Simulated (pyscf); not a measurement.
H₂P–GaH₂ → HP=GaH + hydrogen (H₂) (elimination; singlet surface; H–P, Ga–H broken, H–H formed). Structures and frequencies: ωB97X-D3(BJ)/def2-SVP in PySCF. Energies in kJ/mol from the reactant's lowest minimum found.

```tsv
level	barrier	reaction energy
ωB97X-D3(BJ)/def2-TZVP	[?]	+144.1
PBE/def2-TZVP	202.5	+116.4
r²SCAN/def2-TZVP	218.1	+128.6
PBE0-D3(BJ)/def2-TZVP	[?]	[?]
ωB97M-D3(BJ)/def2-TZVP	247.0	+136.9
HF/def2-TZVP	318.2	+158.5
```

### Question
Complete the blanks.

### Answer

- ωB97X-D3(BJ)/def2-TZVP, barrier: 257.7
- PBE0-D3(BJ)/def2-TZVP, barrier: 226.7
- PBE0-D3(BJ)/def2-TZVP, reaction energy: +136.2

The functionals in the table span 55.2 kJ/mol in this barrier, from PBE to ωB97X-D3(BJ)/def2-TZVP. At the saddle there is also a short Ga–H contact that neither side keeps. HP=GaH lies 73.7 kJ/mol over its isomer H₂P–Ga [singlet] (electronic energy, ωB97M-D3(BJ)/def2-TZVP). This is the saddle that the search found; another between the same sides may lie lower. Elements up to Kr have no core potential and no relativistic terms here.
